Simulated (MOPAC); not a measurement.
MOPAC input (AM1):

```
AM1 FORCE THERMO(298,298) PRECISE LET CHARGE=-1 GEO-OK AUX(PRECISION=9) THREADS=1
C4H9

C     0.64938982 1    1.84726153 1   -0.00629423 1
C     0.68707175 1    0.42155551 1   -0.00616660 1
C    -0.69844245 1   -0.26823487 1    0.00625163 1
C    -0.60670587 1   -1.76993776 1    0.00586629 1
H    -1.61875683 1   -2.24670439 1    0.01494859 1
H     0.59795754 1    2.40391928 1    0.92176469 1
H     0.58123738 1    2.40330692 1   -0.93364515 1
H    -0.04801455 1   -2.12886271 1    0.90462887 1
H    -0.06398784 1   -2.12937576 1   -0.90242729 1
H     1.21542240 1    0.00810082 1   -0.91795687 1
H     1.23140960 1    0.00870711 1    0.89644041 1
H    -1.27323694 1    0.07500906 1   -0.89053333 1
H    -1.25733418 1    0.07552099 1    0.91283639 1
```

From the last part of the output:

```
     H   13   5.344144

          HEAT OF FORMATION =      18.706707 KCALS/MOLE

          ZERO POINT ENERGY      73.542 KCAL/MOL

           NORMAL COORDINATE ANALYSIS (Total motion = 1 Angstrom)

   Root No.       1         2         3         4         5         6         7         8

                 1 A"      2 A"      3 A"      1 A'      2 A'      3 A'      4 A"      5 A"

                  88.5     133.2     160.0     287.4     460.4     555.6     748.3     840.9

           1   -0.0000    0.0000   -0.0000    0.0054   -0.0486    0.0274   -0.0000    0.0000
           2    0.0000    0.0000   -0.0000   -0.0439   -0.0173    0.0979    0.0000   -0.0000
           3   -0.0434   -0.0077    0.0095   -0.0000   -0.0000    0.0000    0.0019   -0.0146
           4   -0.0000    0.0000   -0.0000    0.0013   -0.0460    0.0244   -0.0000    0.0000
           5   -0.0000   -0.0000   -0.0000    0.0500    0.0172   -0.0116   -0.0000    0.0000
           6    0.0495    0.0092    0.0128    0.0000    0.0000   -0.0000    0.0199   -0.0178
           7    0.0000   -0.0000    0.0000   -0.0052    0.0399   -0.0194    0.0000   -0.0000
           8   -0.0000   -0.0000    0.0000    0.0556   -0.0150   -0.0174   -0.0000   -0.0000
           9    0.0378    0.0050   -0.0315    0.0000    0.0000   -0.0000    0.0214    0.0253
          10    0.0000   -0.0000    0.0000   -0.0064    0.0506   -0.0250    0.0000   -0.0000
          11    0.0000    0.0000   -0.0000   -0.0454    0.0265   -0.0089   -0.0000    0.0000
          12   -0.0409   -0.0061    0.0077   -0.0000    0.0000   -0.0000    0.0003    0.0093
          13    0.0000    0.0000   -0.0000    0.0756   -0.0050   -0.0287    0.0000   -0.0000
          14   -0.0000    0.0000   -0.0000   -0.0826    0.0526   -0.0080    0.0000    0.0000
          15   -0.0055   -0.1430    0.1692   -0.0000    0.0000    0.0000   -0.0254   -0.0431
          16    0.0623    0.0137    0.0030   -0.0008   -0.0599    0.0146    0.0759   -0.1162
          17   -0.0033    0.2487    0.1266   -0.1128   -0.1551   -0.2883   -0.0038   -0.0035
          18   -0.0812   -0.0042    0.0137    0.0002    0.0006   -0.0060   -0.0486    0.0629
          19   -0.0623   -0.0137   -0.0030   -0.0008   -0.0599    0.0146   -0.0759    0.1162
          20    0.0033   -0.2487   -0.1266   -0.1128   -0.1552   -0.2883    0.0038    0.0035
          21   -0.0812   -0.0043    0.0137   -0.0003   -0.0006    0.0060   -0.0486    0.0629
          22   -0.0459   -0.0119    0.0302   -0.0504    0.0815   -0.0250   -0.0550   -0.0999
          23    0.0519   -0.1159    0.1292   -0.0773    0.0505   -0.0097    0.0065    0.0065
          24   -0.0911    0.0583   -0.0569    0.0004   -0.0001   -0.0000   -0.0293   -0.0418
          25    0.0459    0.0119   -0.0302   -0.0504    0.0815   -0.0250    0.0550    0.0999
          26   -0.0519    0.1159   -0.1292   -0.0773    0.0505   -0.0097   -0.0065   -0.0065
          27   -0.0911    0.0583   -0.0569   -0.0004    0.0001    0.0000   -0.0293   -0.0418
          28   -0.0582   -0.0233   -0.0126    0.0252   -0.0521    0.0171    0.0675   -0.0751
          29    0.0326   -0.0060    0.0227    0.0672    0.0118   -0.0284   -0.1124    0.0305
          30    0.0948    0.0111    0.0289    0.0016    0.0024   -0.0026   -0.0856    0.0406
          31    0.0582    0.0233    0.0126    0.0252   -0.0521    0.0171   -0.0675    0.0751
          32   -0.0326    0.0060   -0.0227    0.0672    0.0118   -0.0284    0.1124   -0.0305
          33    0.0948    0.0111    0.0289   -0.0016   -0.0024    0.0026   -0.0855    0.0406
          34    0.0460    0.0061   -0.0212    0.0176    0.0577   -0.0366   -0.0463   -0.0805
          35   -0.0110    0.0043    0.0353    0.0669   -0.0015   -0.0274    0.1238    0.0603
          36    0.0629    0.0044   -0.0617   -0.0002    0.0004   -0.0001   -0.0831   -0.0525
          37   -0.0460   -0.0061    0.0212    0.0176    0.0577   -0.0366    0.0463    0.0805
          38    0.0110   -0.0043   -0.0353    0.0669   -0.0015   -0.0274   -0.1238   -0.0603
          39    0.0629    0.0044   -0.0617    0.0002   -0.0004    0.0001   -0.0831   -0.0526

   Root No.       9        10        11        12        13        14        15        16

                 4 A'      6 A"      5 A'      7 A"      8 A"      6 A'      9 A"      7 A'

                 948.5     979.1    1143.6    1176.7    1192.7    1225.1    1239.1    1318.7

           1   -0.0155   -0.0000    0.0053    0.0000   -0.0000   -0.0120    0.0000    0.0035
           2    0.0069   -0.0000   -0.0100    0.0000    0.0000    0.0030    0.0000   -0.0021
           3    0.0000    0.0204   -0.0000   -0.0336   -0.0135   -0.0000   -0.0269    0.0000
           4   -0.0112   -0.0000    0.0102    0.0000   -0.0000    0.0069    0.0000   -0.0065
           5   -0.0676    0.0000    0.0741   -0.0000   -0.0000    0.0061   -0.0000   -0.0112
           6   -0.0000   -0.0127    0.0000    0.0504    0.0333    0.0000    0.0041   -0.0000
           7    0.0096    0.0000    0.0044   -0.0000    0.0000   -0.0654   -0.0000    0.0739
           8    0.0441    0.0000   -0.0703    0.0000   -0.0000    0.0133   -0.0000    0.0527
           9    0.0000   -0.0128   -0.0000   -0.0443    0.0073   -0.0000    0.0319    0.0000
          10    0.0236    0.0000   -0.0016   -0.0000    0.0000    0.0662   -0.0000   -0.0281
          11    0.0468   -0.0000    0.0334   -0.0000    0.0000   -0.0182    0.0000   -0.0186
          12    0.0000    0.0188    0.0000    0.0289   -0.0302    0.0000   -0.0140   -0.0000
          13    0.2977    0.0000    0.1571   -0.0000    0.0000    0.0465   -0.0000   -0.1053
          14   -0.0856    0.0000   -0.0508    0.0000   -0.0000   -0.0109   -0.0000    0.0257
          15   -0.0000   -0.0411    0.0000   -0.0251    0.0103    0.0000    0.0225    0.0000
          16   -0.0235    0.0945    0.0150   -0.1002   -0.0436   -0.0092   -0.0591   -0.0323
          17   -0.0182    0.0083    0.0085    0.0001   -0.0039    0.0062    0.0206   -0.0022
          18    0.0031   -0.0439   -0.0042    0.0366    0.0176   -0.0006    0.0140    0.0186
          19   -0.0235   -0.0945    0.0150    0.1002    0.0436   -0.0092    0.0591   -0.0323
          20   -0.0182   -0.0083    0.0085   -0.0002    0.0039    0.0062   -0.0206   -0.0022
          21   -0.0031   -0.0439    0.0042    0.0366    0.0176    0.0006    0.0140   -0.0186
          22   -0.1075   -0.1117   -0.1016   -0.1065    0.0972    0.1347    0.0475    0.0052
          23   -0.0595    0.0050   -0.0483    0.0037   -0.0020    0.0052   -0.0049    0.0087
          24    0.0019   -0.0382    0.0001   -0.0253    0.0163    0.0198    0.0139   -0.0045
          25   -0.1075    0.1117   -0.1016    0.1065   -0.0972    0.1347   -0.0475    0.0052
          26   -0.0595   -0.0050   -0.0483   -0.0037    0.0020    0.0052    0.0049    0.0087
          27   -0.0019   -0.0382   -0.0001   -0.0253    0.0163   -0.0198    0.0139    0.0045
          28   -0.0153    0.0443   -0.0318    0.0772   -0.0026    0.0544    0.2315   -0.0334
          29   -0.0576    0.0745    0.0320   -0.0618   -0.0738    0.0293    0.1673    0.0544
          30   -0.0025    0.0135    0.0062   -0.0336   -0.0136   -0.0088   -0.0029    0.0418
          31   -0.0153   -0.0443   -0.0318   -0.0772    0.0026    0.0544   -0.2315   -0.0334
          32   -0.0576   -0.0745    0.0320    0.0618    0.0738    0.0293   -0.1673    0.0544
          33    0.0025    0.0135   -0.0062   -0.0336   -0.0136    0.0088   -0.0029   -0.0418
          34   -0.0412   -0.0989   -0.0687    0.0558   -0.2030   -0.1777   -0.0174   -0.1423
          35   -0.0022   -0.0941   -0.1287   -0.0630   -0.1117   -0.0605    0.0472   -0.1973
          36   -0.0001    0.0073    0.0149    0.0263   -0.0070   -0.0058   -0.0076    0.0588
          37   -0.0412    0.0989   -0.0687   -0.0558    0.2030   -0.1777    0.0174   -0.1423
          38   -0.0022    0.0941   -0.1287    0.0630    0.1117   -0.0605   -0.0472   -0.1973
          39    0.0001    0.0073   -0.0149    0.0263   -0.0070    0.0058   -0.0076   -0.0588

   Root No.      17        18        19        20        21        22        23        24

                 8 A'      9 A'     10 A"     10 A'     11 A'     12 A'     13 A'     14 A'

                1324.0    1360.6    1400.8    1403.6    1405.3    1419.6    1423.5    1493.8

           1   -0.0352    0.0285    0.0000   -0.0039   -0.0077    0.0143    0.0080   -0.1158
           2    0.0090    0.0056   -0.0000   -0.0002    0.0002   -0.0011    0.0004   -0.0004
           3    0.0000    0.0000    0.0006   -0.0000    0.0000   -0.0000   -0.0000    0.0000
           4    0.0041   -0.0346    0.0000   -0.0103   -0.0243    0.0127    0.0108    0.1222
           5   -0.0125   -0.0324   -0.0000    0.0059    0.0046    0.0051   -0.0040   -0.0108
           6   -0.0000   -0.0000    0.0004    0.0000    0.0000   -0.0000   -0.0000    0.0000
           7    0.0096   -0.0156   -0.0000   -0.0061   -0.0083   -0.0173   -0.0349   -0.0010
           8   -0.0148   -0.0140    0.0000    0.0070    0.0148    0.0065    0.0136    0.0062
           9    0.0000   -0.0000   -0.0009    0.0000   -0.0000    0.0000    0.0000   -0.0000
          10   -0.0095   -0.0019   -0.0000    0.0020   -0.0059   -0.0294    0.0467   -0.0154
          11    0.0058    0.0033    0.0000   -0.0274    0.0115    0.0017    0.0007   -0.0031
          12    0.0000    0.0000   -0.0420   -0.0000    0.0000    0.0000    0.0000   -0.0000
          13    0.0037    0.0658   -0.0000    0.0877   -0.0111    0.1151   -0.1214    0.0196
          14   -0.0021   -0.0241   -0.0000   -0.0466    0.0088   -0.0540    0.0624   -0.0163
          15    0.0000   -0.0000    0.4117   -0.0000   -0.0000   -0.0000    0.0000   -0.0000
          16   -0.0826    0.0748    0.0009    0.0599    0.1353   -0.0993   -0.0508    0.0764
          17    0.0085   -0.0018   -0.0009   -0.0019   -0.0046    0.0037    0.0019   -0.0095
          18    0.0270   -0.0279   -0.0001   -0.0359   -0.0806    0.0639    0.0333   -0.1035
          19   -0.0826    0.0748   -0.0009    0.0599    0.1353   -0.0993   -0.0508    0.0764
          20    0.0085   -0.0018    0.0009   -0.0019   -0.0046    0.0037    0.0019   -0.0095
          21   -0.0270    0.0279   -0.0001    0.0359    0.0806   -0.0639   -0.0333    0.1035
          22   -0.0324    0.0264   -0.1387   -0.0414    0.0424    0.1085   -0.1151    0.0234
          23   -0.0072    0.0197   -0.2033    0.1899   -0.0674    0.0265   -0.0335    0.0125
          24   -0.0035    0.0005    0.0485   -0.1369    0.0622    0.0359   -0.0355    0.0052
          25   -0.0324    0.0264    0.1387   -0.0414    0.0424    0.1085   -0.1151    0.0234
          26   -0.0072    0.0197    0.2033    0.1899   -0.0674    0.0265   -0.0335    0.0125
          27    0.0035   -0.0005    0.0485    0.1369   -0.0622   -0.0359    0.0355   -0.0052
          28    0.2506   -0.0346   -0.0079    0.0230    0.0402   -0.0332   -0.0415   -0.0905
          29    0.1070    0.2175   -0.0061   -0.0328   -0.0427   -0.0223    0.0087    0.0580
          30   -0.0400    0.1369   -0.0005   -0.0346   -0.0523    0.0046    0.0282    0.1105
          31    0.2506   -0.0346    0.0079    0.0230    0.0402   -0.0332   -0.0415   -0.0905
          32    0.1070    0.2176    0.0061   -0.0328   -0.0427   -0.0223    0.0087    0.0580
          33    0.0400   -0.1369   -0.0005    0.0346    0.0523   -0.0046   -0.0282   -0.1105
          34    0.0475    0.0406   -0.0084    0.0238    0.0627    0.0833    0.0857    0.0404
          35   -0.0326   -0.0004   -0.0040   -0.0441   -0.0755   -0.0537   -0.0719   -0.0049
          36    0.0244    0.0113   -0.0037    0.0390    0.0768    0.0725    0.0894    0.0232
          37    0.0475    0.0406    0.0084    0.0238    0.0627    0.0833    0.0857    0.0404
          38   -0.0326   -0.0004    0.0040   -0.0441   -0.0755   -0.0537   -0.0719   -0.0049
          39   -0.0244   -0.0113   -0.0037   -0.0390   -0.0768   -0.0725   -0.0894   -0.0232

   Root No.      25        26        27        28        29        30        31        32

                11 A"     15 A'     12 A"     16 A'     13 A"     17 A'     18 A'     14 A"
```

The dipole moment of an ion depends on the origin.
